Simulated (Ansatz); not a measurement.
## Worked example: correlation energy of H2B–CH, triplet

Geometry: a PBE0/def2-TZVP stationary point for this spin, not checked as a minimum.

```xyz
5

B     0.0000    0.0504    0.7398
C     0.0000   -0.1015   -0.7490
H     0.0000    1.1489    1.2274
H     0.0000   -0.9087    1.4552
H     0.0000    0.4289   -1.6923
```

Basis cc-pVDZ; Ansatz 0.2.0. Only valence electrons are correlated (noble-gas cores frozen), which leaves 10 electrons in 41 orbitals. R marks a restricted (for open shells ROHF) determinant, U an unrestricted one.

Full CI isn't at hand for all of this; UCCSDT(Q) serves as the reference, and is uncertain by about the last step of the cluster series.

Runs differ by some tens of microhartree through their thresholds and, for an open shell, their frozen cores, so steps under 0.03 kcal/mol mean nothing.

```csv
level,total energy (hartree)
UHF,-64.197444
UMP2,-64.365030
UCCSD,-64.400556
UCCSD(T),-64.405011
UCCSDT,-64.405916
UCCSDT(Q),-64.406106
```

**Question.** What is the correlation energy at UCCSDT(Q), and what share of it do UMP2 and UCCSDT recover?

**Answer.** E(corr) = -64.406106 − (-64.197444) = -0.208662 hartree = -5.678 eV. UMP2: -0.167586 / -0.208662 = 80.31 %. UCCSDT: -0.208472 / -0.208662 = 99.91 %.

**Question.** By how many kcal/mol does UCCSD(T) miss UCCSDT(Q) (1 hartree = 627.509 kcal/mol), and which steps make up the rest?

**Answer.** -64.405011 − (-64.406106) = 0.001095 hartree = 0.69 kcal/mol. Steps: UCCSDT − UCCSD(T) = -0.57, UCCSDT(Q) − UCCSDT = -0.12 kcal/mol. That is within 1 kcal/mol of the reference in this basis, which itself misses far more of the correlation at the basis-set limit.
